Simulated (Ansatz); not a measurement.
Input file:

```yaml
crystal:
  periodic: [false, false, false]
  atoms:
    - {symbol: As, position_ang: [0.000000, 0.000000, 0.000000]}
    - {symbol: H, position_ang: [0.000000, 0.000000, 1.672000]}
basis:
  gaussian: {orbitals: aug-cc-pVDZ}
magnetization: {spin_polarized: false}
correlation: {method: bccd_t, electrons: valence}
```

```sh
$ ansatz run in.yaml --threads 1 --pin off --events-out ev --progress --plain --max-ram 2393MiB
```

Roughly how long does this take on 1 thread of Arm Neoverse V2, shared host, and how much host memory?

1.1 s wall and 0.1 GiB.

```
509 factors; integrals over basis functions are off by at most 1.1e-3 eV
mean field evaluation 1: about -60807.9955 eV, gradient 5.3e0 eV
mean field evaluation 2: about -60807.9955 eV, gradient 5.3e0 eV
mean field evaluation 4: about -60808.1829 eV, gradient 4.5e-1 eV
mean field evaluation 8: about -60808.1842 eV, gradient 8.7e-5 eV
mean field evaluation 16: about -60807.2146 eV, gradient 1.1e1 eV
mean field evaluation 32: about -60808.1842 eV, gradient 1.2e-2 eV
mean field -60808.18418788 eV, -2234.6595516368 hartree, gradient 1.7e-6 eV, S^2 0.000000; 2 other end points of the search recorded, 0 dependent functions left out; unrestricted orbitals would lower it
unrestricted determinant -60809.60933121 eV, -2234.7119246883 hartree, S^2 1.0254
9 core orbitals not correlated: weight in the atoms' cores, before any rotation towards them, 1.000 or more for the frozen orbitals, at most 0.000 for the correlated occupied ones
reference -60808.18418788 eV, -2234.6595516368 hartree; 8, 8 occupied and 28, 28 virtual orbitals, 509 factors
second order -2.99718007 eV of doubles, -0.00000000 eV of singles
cycle   1  -3.44981579 eV  change   -4.5e-1 eV  update   6.6e-2
cycle   2  -3.66383078 eV  change   -2.1e-1 eV  update   3.4e-2
cycle   3  -3.68995657 eV  change   -2.6e-2 eV  update   2.2e-2
cycle   4  -3.71758623 eV  change   -2.8e-2 eV  update   1.8e-2
cycle   5  -3.75522561 eV  change   -3.8e-2 eV  update   1.2e-2
cycle   6  -3.76598194 eV  change   -1.1e-2 eV  update   4.1e-3
cycle   7  -3.76884972 eV  change   -2.9e-3 eV  update   1.1e-3
cycle   8  -3.76907032 eV  change   -2.2e-4 eV  update   2.9e-4
cycle   9  -3.76887449 eV  change    2.0e-4 eV  update   8.9e-5
cycle  10  -3.76894620 eV  change   -7.2e-5 eV  update   2.8e-5
cycle  11  -3.76893887 eV  change    7.3e-6 eV  update   8.5e-6
perturbative correction -0.18878622 eV, -0.0069377656 hartree
Total energy: -60812.14191297 eV, -2234.8049953514 hartree
```
